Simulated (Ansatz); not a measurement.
C3H4F2O, SMILES `CC(=O)C(F)F`. Total charge 0; spin multiplicity 1. Geometry: relaxed with PBE0-D4/def2-TZVP. It is one conformer, not always the lowest.

```xyz
10

C    -1.158    0.145   -0.568
C    -0.229   -0.471    0.428
O    -0.535   -1.314    1.227
C     1.221    0.029    0.405
F     1.760   -0.211   -0.814
F     1.242    1.368    0.607
H    -2.152   -0.286   -0.461
H    -0.778   -0.023   -1.579
H    -1.195    1.227   -0.418
H     1.824   -0.464    1.172
```

What is the dipole moment at ωB97M-V/def2-TZVPP? (Best estimate.)

Ansatz gave: 1.24 D, with components (-0.43, 0.73, -0.90) D in this frame, pointing from negative to positive charge.

And with PBE, r2SCAN, B3LYP? (Best estimate.)

Computed: PBE 1.26 D, r2SCAN 1.30 D, B3LYP 1.24 D.

Give the Mulliken charges with ωB97M-V, PBE, B3LYP in def2-TZVPP. (Best estimate.)

The calculation gave: 
```
atom  ωB97M-V    PBE  B3LYP
  C1    -0.31  -0.25  -0.27
  C2     0.18   0.13   0.18
  O3    -0.26  -0.21  -0.25
  C4     0.28   0.25   0.31
  F5    -0.19  -0.16  -0.20
  F6    -0.19  -0.16  -0.20
  H7     0.12   0.11   0.11
  H8     0.13   0.11   0.11
  H9     0.13   0.11   0.11
 H10     0.11   0.08   0.10
```

B3LYP here is the variant with VWN-RPA as its local correlation; programs differ in this.
